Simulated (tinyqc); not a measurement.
Worked calculation (part 2 of 2): UHF in the sto-6g basis, for CH, spin multiplicity 4. Computed by tinyqc, a small Python program that keeps every step (integrals from PySCF). Command: `OMP_NUM_THREADS=1 python tinyqc.py 22810 22811 out.jsonl` (the two numbers bound the seeds that draw the settings). One thread of a shared host (Intel(R) Xeon(R) Processor @ 2.60GHz), about 0.2 s of CPU time with the checks.

Geometry (angstrom):
```
atom         x         y         z
C     0.000000  0.000000  0.000000
H     0.000000  0.000000  1.743000
```

## Iteration 3: diagonalisation and new density

F(alpha) (hartree), lower triangle:
```
             1C 1s      1C 2s     1C 2px     1C 2py     1C 2pz      2H 1s
1C 1s   -11.062016
1C 2s    -2.857667  -1.443016
1C 2px    0.000000   0.000000  -0.328015
1C 2py    0.000000   0.000000   0.000000  -0.328015
1C 2pz   -0.000701   0.046910   0.000000   0.000000   0.070168
2H 1s    -0.173127  -0.274477   0.000000   0.000000  -0.273146  -0.428489
```

F(beta) (hartree), lower triangle:
```
             1C 1s      1C 2s    1C 2px    1C 2py     1C 2pz     2H 1s
1C 1s   -11.005661
1C 2s    -2.789875  -1.068976
1C 2px    0.000000   0.000000  0.407841
1C 2py    0.000000   0.000000  0.000000  0.407841
1C 2pz   -0.001449  -0.099485  0.000000  0.000000   0.322537
2H 1s    -0.165219  -0.266458  0.000000  0.000000  -0.116731  0.100476
```

X, lower triangle:
```
            1C 1s      1C 2s    1C 2px    1C 2py     1C 2pz     2H 1s
1C 1s    1.023533
1C 2s   -0.128616   1.040148
1C 2px   0.000000   0.000000  1.000000
1C 2py   0.000000   0.000000  0.000000  1.000000
1C 2pz  -0.002528   0.018844  0.000000  0.000000   1.020946
2H 1s    0.012432  -0.108523  0.000000  0.000000  -0.121194  1.037241
```

Diagonalise F' = X^T F X, C = X C', fill 5 alpha and 2 beta electrons from the bottom; D(s) = C_occ C_occ^T. Each column has its largest component positive (the first on a tie).

F' = X^T F X (alpha) (hartree), lower triangle:
```
            1          2          3          4          5          6
1  -10.863820
2   -1.428030  -0.924534
3    0.000000   0.000000  -0.328015
4    0.000000   0.000000   0.000000  -0.328015
5   -0.016768   0.091500   0.000000   0.000000   0.137084
6    0.010703  -0.139175   0.000000   0.000000  -0.259811  -0.343725
```

orbital energies (alpha) (hartree): MO1 -11.064933, MO2 -0.769131, MO3 -0.431794, MO4 -0.328015, MO5 -0.328015, MO6 0.270863

coefficients C (alpha):
```
              MO1        MO2        MO3        MO4       MO5        MO6
1C 1s    0.995604  -0.253582   0.081868   0.000000  0.000000  -0.045718
1C 2s    0.017615   0.964349  -0.368803   0.000000  0.000000   0.210443
1C 2px   0.000000   0.000000   0.000000  -0.227963  0.973670   0.000000
1C 2py   0.000000   0.000000   0.000000   0.973670  0.227963   0.000000
1C 2pz   0.000394  -0.029171   0.336151   0.000000  0.000000   0.971355
2H 1s   -0.002006   0.214289   0.866802   0.000000  0.000000  -0.552465
```

F' = X^T F X (beta) (hartree), lower triangle:
```
            1          2         3         4          5         6
1  -10.816285
2   -1.412789  -0.538708
3    0.000000   0.000000  0.407841
4    0.000000   0.000000  0.000000  0.407841
5    0.001687  -0.063685  0.000000  0.000000   0.363664
6    0.020342  -0.208247  0.000000  0.000000  -0.173554  0.188535
```

orbital energies (beta) (hartree): MO1 -11.006964, MO2 -0.437428, MO3 0.166737, MO4 0.407841, MO5 0.407841, MO6 0.474861

coefficients C (beta):
```
              MO1        MO2        MO3        MO4       MO5        MO6
1C 1s    0.997137  -0.240835   0.105595   0.000000  0.000000  -0.029806
1C 2s    0.011611   0.933939  -0.461770   0.000000  0.000000   0.158028
1C 2px   0.000000   0.000000   0.000000  -0.035500  0.999370   0.000000
1C 2py   0.000000   0.000000   0.000000   0.999370  0.035500   0.000000
1C 2pz   0.000557   0.127243   0.456392   0.000000  0.000000   0.912631
2H 1s   -0.001547   0.244199   0.755264   0.000000  0.000000  -0.687335
```

D(alpha) after iteration 3, lower triangle:
```
            1C 1s      1C 2s    1C 2px    1C 2py    1C 2pz     2H 1s
1C 1s    1.062233
1C 2s   -0.257197   1.066296
1C 2px   0.000000   0.000000  1.000000
1C 2py   0.000000   0.000000  0.000000  1.000000
1C 2pz   0.035309  -0.152097  0.000000  0.000000  0.113848
2H 1s    0.014626  -0.113065  0.000000  0.000000  0.285125  0.797270
```

D(beta) after iteration 3, lower triangle:
```
            1C 1s     1C 2s    1C 2px    1C 2py    1C 2pz     2H 1s
1C 1s    1.052284
1C 2s   -0.213348  0.872378
1C 2px   0.000000  0.000000  0.000000
1C 2py   0.000000  0.000000  0.000000  0.000000
1C 2pz  -0.030090  0.118844  0.000000  0.000000  0.016191
2H 1s   -0.060355  0.228049  0.000000  0.000000  0.031072  0.059636
```

Within a degenerate level the vectors are fixed only up to a rotation; this is one choice.

## Iteration 33 (converged): orbitals

converged F(alpha) (hartree), lower triangle:
```
             1C 1s      1C 2s     1C 2px     1C 2py     1C 2pz      2H 1s
1C 1s   -11.071730
1C 2s    -2.858834  -1.435505
1C 2px    0.000000   0.000000  -0.332068
1C 2py    0.000000   0.000000   0.000000  -0.332068
1C 2pz    0.001404   0.089804   0.000000   0.000000   0.110832
2H 1s    -0.172482  -0.268782   0.000000   0.000000  -0.246336  -0.466228
```

converged F(beta) (hartree), lower triangle:
```
             1C 1s      1C 2s    1C 2px    1C 2py     1C 2pz     2H 1s
1C 1s   -11.020699
1C 2s    -2.793262  -1.094959
1C 2px    0.000000   0.000000  0.394255
1C 2py    0.000000   0.000000  0.000000  0.394255
1C 2pz   -0.000780  -0.138731  0.000000  0.000000   0.294791
2H 1s    -0.165879  -0.252121  0.000000  0.000000  -0.117095  0.159964
```

As before.

F' = X^T F X (alpha) (hartree), lower triangle:
```
            1          2          3          4          5          6
1  -10.873557
2   -1.429050  -0.916392
3    0.000000   0.000000  -0.332068
4    0.000000   0.000000   0.000000  -0.332068
5   -0.019909   0.133474   0.000000   0.000000   0.173897
6    0.010568  -0.134345   0.000000   0.000000  -0.235969  -0.390523
```

orbital energies (alpha) (hartree): MO1 -11.074602, MO2 -0.766678, MO3 -0.454794, MO4 -0.332068, MO5 -0.332068, MO6 0.289498

coefficients C (alpha):
```
              MO1        MO2        MO3       MO4        MO5        MO6
1C 1s    0.995642  -0.253137   0.078539  0.000000   0.000000  -0.052653
1C 2s    0.017466   0.962999  -0.357580  0.000000   0.000000   0.234620
1C 2px   0.000000   0.000000   0.000000  0.999567  -0.029436   0.000000
1C 2py   0.000000   0.000000   0.000000  0.029436   0.999567   0.000000
1C 2pz   0.000146  -0.080497   0.283333  0.000000   0.000000   0.985202
2H 1s   -0.002018   0.216826   0.899545  0.000000   0.000000  -0.496276
```

F' = X^T F X (beta) (hartree), lower triangle:
```
            1          2         3         4          5         6
1  -10.831659
2   -1.410403  -0.570266
3    0.000000   0.000000  0.394255
4    0.000000   0.000000  0.000000  0.394255
5    0.007863  -0.107518  0.000000  0.000000   0.334118
6    0.017592  -0.191262  0.000000  0.000000  -0.173020  0.247643
```

orbital energies (beta) (hartree): MO1 -11.021996, MO2 -0.463264, MO3 0.194331, MO4 0.394255, MO5 0.394255, MO6 0.470764

coefficients C (beta):
```
              MO1        MO2        MO3        MO4       MO5        MO6
1C 1s    0.997141  -0.244269   0.099386   0.000000  0.000000  -0.022078
1C 2s    0.011593   0.951026  -0.434226   0.000000  0.000000   0.132076
1C 2px   0.000000   0.000000   0.000000  -0.099529  0.995035   0.000000
1C 2py   0.000000   0.000000   0.000000   0.995035  0.099529   0.000000
1C 2pz   0.000530   0.176576   0.529029   0.000000  0.000000   0.863903
2H 1s   -0.001507   0.184739   0.701916   0.000000  0.000000  -0.758730
```

D(alpha) after iteration 33, lower triangle:
```
            1C 1s      1C 2s    1C 2px    1C 2py    1C 2pz     2H 1s
1C 1s    1.061550
1C 2s   -0.254465   1.055535
1C 2px   0.000000   0.000000  1.000000
1C 2py   0.000000   0.000000  0.000000  1.000000
1C 2pz   0.042775  -0.178830  0.000000  0.000000  0.086757
2H 1s    0.013753  -0.112891  0.000000  0.000000  0.237416  0.856199
```

D(beta) after iteration 33, lower triangle:
```
            1C 1s     1C 2s    1C 2px    1C 2py    1C 2pz     2H 1s
1C 1s    1.053958
1C 2s   -0.220746  0.904585
1C 2px   0.000000  0.000000  0.000000
1C 2py   0.000000  0.000000  0.000000  0.000000
1C 2pz  -0.042603  0.167934  0.000000  0.000000  0.031179
2H 1s   -0.046629  0.175674  0.000000  0.000000  0.032620  0.034131
```

Within a degenerate level the vectors are fixed only up to a rotation; this is one choice.

## Convergence

Stop when the energy changes by less than 1e-10 hartree and every element of the error matrix X^T (F D S - S D F) X (for each spin) is below 3e-06.

Course of the cycle:
```
iteration   E (hartree)     change  largest element of the error matrix
1          -38.61770571          -                             1.36e-01
2          -38.02601266   5.92e-01                             9.55e-02
3          -38.04838708  -2.24e-02                             3.55e-02
4          -38.05385621  -5.47e-03                             2.05e-02
5          -38.05599073  -2.13e-03                             1.23e-02
6          -38.05677707  -7.86e-04                             7.20e-03
7          -38.05705423  -2.77e-04                             4.12e-03
8          -38.05715016  -9.59e-05                             2.31e-03
9          -38.05718356  -3.34e-05                             1.38e-03
10         -38.05719556  -1.20e-05                             9.39e-04
11         -38.05720013  -4.57e-06                             6.55e-04
12         -38.05720203  -1.90e-06                             4.68e-04
13         -38.05720291  -8.78e-07                             3.42e-04
14         -38.05720336  -4.48e-07                             2.54e-04
...                 ...        ...                                  ...
20         -38.05720394  -2.04e-08                             5.32e-05
21         -38.05720395  -1.27e-08                             4.18e-05
22         -38.05720396  -7.95e-09                             3.29e-05
23         -38.05720397  -4.97e-09                             2.59e-05
24         -38.05720397  -3.11e-09                             2.04e-05
25         -38.05720397  -1.94e-09                             1.61e-05
26         -38.05720397  -1.22e-09                             1.27e-05
27         -38.05720397  -7.60e-10                             1.00e-05
28         -38.05720397  -4.75e-10                             7.94e-06
29         -38.05720398  -2.97e-10                             6.28e-06
30         -38.05720398  -1.86e-10                             4.96e-06
31         -38.05720398  -1.16e-10                             3.92e-06
32         -38.05720398  -7.27e-11                             3.10e-06
33         -38.05720398  -4.55e-11                             2.45e-06
```

PySCF UHF in the same basis, after a stability check = -38.05720398 hartree

Converged in 33 iterations.

## Populations, bond orders and dipole

overlap S, lower triangle:
```
           1C 1s     1C 2s    1C 2px    1C 2py    1C 2pz     2H 1s
1C 1s   1.000000
1C 2s   0.243228  1.000000
1C 2px  0.000000  0.000000  1.000000
1C 2py  0.000000  0.000000  0.000000  1.000000
1C 2pz  0.000000  0.000000  0.000000  0.000000  1.000000
2H 1s   0.014417  0.199209  0.000000  0.000000  0.228134  1.000000
```

Mulliken: Z minus the diagonal of D S on the atom; Loewdin: the same with S^(1/2) D S^(1/2); Mayer order: 2 sum_s sum (D(s) S)_ij (D(s) S)_ji over the two atoms.

Charges (e):
```
atom   Mulliken    Loewdin  Mulliken spin
1C    -0.036033  -0.035282       2.187825
2H     0.036033   0.035282       0.812175
```

Mayer bond orders:
```
pair     order
2-1   0.339073
```

dipole moment about the origin, x y z (debye): 0.000000  0.000000  0.163657

<S^2> of the determinant (pure state: 3.75) = 3.802856
